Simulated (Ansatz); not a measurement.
## Setting up [SiPH4]− (SMILES [SiH2-]P) in Ansatz

[SiPH4]− has 6 atoms, charge -1, and is taken as a singlet. As SMILES, `[SiH2-]P`. The coordinates come from a GFN2-xTB relaxation. This is one conformer, not always the lowest.

```xyz
6

Si    0.3577   -1.0198   -0.1326
P    -0.3552    1.0714    0.1326
H    -0.3871   -1.6006    1.0369
H    -0.6421   -1.4081   -1.1859
H     0.4074    1.5654   -0.8998
H     0.6193    1.3917    1.0488
```

Settings wanted:

```
basis set              : STO-3G
core potential         : none
integral approximation : none
task                   : energy
method                 : DFT
functional             : SVWN5
dispersion             : none
reference              : RKS
accuracy               : high
```

Give an Ansatz 0.2.0 job that does this.

This one ran through:

job.yaml:
```yaml
crystal:
  periodic: [false, false, false]
  atoms:
    - {symbol: Si, position_ang: [0.357650, -1.019850, -0.132620]}
    - {symbol: P, position_ang: [-0.355230, 1.071380, 0.132600]}
    - {symbol: H, position_ang: [-0.387090, -1.600590, 1.036860]}
    - {symbol: H, position_ang: [-0.642080, -1.408110, -1.185860]}
    - {symbol: H, position_ang: [0.407400, 1.565440, -0.899820]}
    - {symbol: H, position_ang: [0.619350, 1.391730, 1.048840]}
basis:
  gaussian: {orbitals: STO-3G}
total_charge: -1
hamiltonian: {xc: {name: SVWN5}}
accuracy: high
```

```bash
$ ansatz run job.yaml --threads 1 --pin off --max-ram 2610MiB --events-out events.jsonl --progress --plain --runs-dir runs
```

Calculated total energy: -623.30346 Eh. Without diffuse functions such a state is poorly described.
